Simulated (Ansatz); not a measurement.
Geometry optimisation, Ansatz 0.2.0, RKS r2SCAN/def2-SVP.

The input (input.yaml):

```yaml
crystal:
  periodic: [false, false, false]
  atoms:
    - { symbol: B, position_ang: [-0.053222, 0.56303, -0.359357] }
    - { symbol: "N", position_ang: [-0.144798, -0.158138, 2.276164] }
    - { symbol: H, position_ang: [-0.809818, -0.613423, 2.905556] }
    - { symbol: H, position_ang: [0.782847, -0.209612, 2.701943] }
    - { symbol: H, position_ang: [1.092212, 0.196927, -0.43507] }
    - { symbol: H, position_ang: [-0.948287, -0.079761, -0.846485] }
    - { symbol: P, position_ang: [-0.406763, 2.378704, 0.081263] }
    - { symbol: H, position_ang: [-1.644708, 2.304897, 0.779793] }
    - { symbol: H, position_ang: [0.434436, 2.62705, 1.203133] }
    - { symbol: H, position_ang: [-0.3926, 0.848627, 2.219661] }
basis:
  gaussian: { orbitals: def2-SVP }
hamiltonian:
  xc: r2scan
relax:
  f_tol: 0.03
  max_steps: 50
```

Command:

```bash
$ ansatz run input.yaml --threads 2 --pin off --max-ram 3072MiB --backend cpu --events-out ev --progress --plain --runs-dir out
```

Task: Where does it end, and by what steps?

Result: It converged. The force dipped under the threshold on the way, but the program's further checks kept it going. After 14 steps the energy has fallen by 1.200 eV; H3 moved furthest, 1.15 Å. Joined: B1–N2 (2.73 → 1.64 Å).

```tsv
step	energy less start (eV)	largest force component (eV/Å)	accepted
0	0.0000	0.833	yes
1	-0.1512	1.410	yes
2	-0.3764	1.802	yes
3	-0.7902	1.275	yes
4	-1.0428	0.914	yes
5	-0.9911	0.798	no
6	-1.0959	0.207	yes
7	-1.1094	0.079	yes
8	-1.1227	0.458	yes
9	-1.1657	0.128	yes
10	-1.1924	0.066	yes
11	-1.1543	0.408	no
12	-1.1985	0.015	yes
13	-1.1990	0.132	yes
14	-1.1996	0.029	yes
```

```xyz
10
Properties=species:S:1:pos:R:3
B -0.155 0.397 0.292
N -0.185 0.041 1.890
H -0.116 -0.966 2.064
H 0.589 0.497 2.378
H 0.911 -0.031 -0.121
H -1.119 -0.176 -0.191
P -0.287 2.338 0.015
H -1.378 2.620 0.908
H 0.700 2.762 0.971
H -1.050 0.376 2.320
```

Whether the end is a true minimum wasn't checked by a vibrational analysis.

Run time: 11 s on 2 threads of AMD EPYC 9R45 96-Core Processor (Zen 5) (shared host), peak memory 0.15 GiB.
